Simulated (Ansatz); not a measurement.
`CO[SiH2]`• → C• + 5 H• + O• + Si•  (atomization)

Program: Ansatz. Geometries: PBE0-D4/def2-TZVP. ΔE: electronic, gas phase. CBS: MP2 limit from def2 TZ/QZ plus the TZ coupled-cluster correction, frozen cores. This one scheme is used for every species, atoms too. Functionals use def2-TZVPP. HSE06 is defined as in plane-wave codes. Open shells (•) are unrestricted, without spin–orbit coupling. Spin–orbit coupling would lower the free atoms: a little for C, O, Si.

```csv
level,ΔE (kJ/mol)
HSE06,2686.2
HF/def2-SVP,1986.1
```

Question: What does CCSD(T)/CBS give? (An estimate is asked.)

Answer: The calculation gave: +2707.6 kJ/mol. The listed levels differ from it by -21.4, -721.5 kJ/mol.

Largest T1 diagnostic among the species: 0.015.

In def2-TZVPP, CCSD(T) changes the Hartree–Fock value by +640.9 kJ/mol (the triples alone add +31.7 kJ/mol) and MP2 by +667.3 kJ/mol; breaking electron pairs costs correlation energy, which Hartree–Fock lacks. Leaving LDA and LC-ωPBE aside and taking each functional with its dispersion term where it has one, the values, not all of them listed here, spread over 95.2 kJ/mol, from BHLYP-D4 to PBE-D4. LDA lies +350.3 kJ/mol from PBE without D4, its usual overbinding. From r2SCAN to r2SCAN0 (25 % exact exchange), in def2-TZVPP and without D4, ΔE moves by −40.3 kJ/mol: exact exchange takes away binding that semilocal exchange gives to molecules.

For atomizations the MP2-based limit and the directly extrapolated one differ by several kJ/mol either way, and by 10 to 25 for some Ge, Se and Sn compounds, so smaller differences from it don't rank the levels.
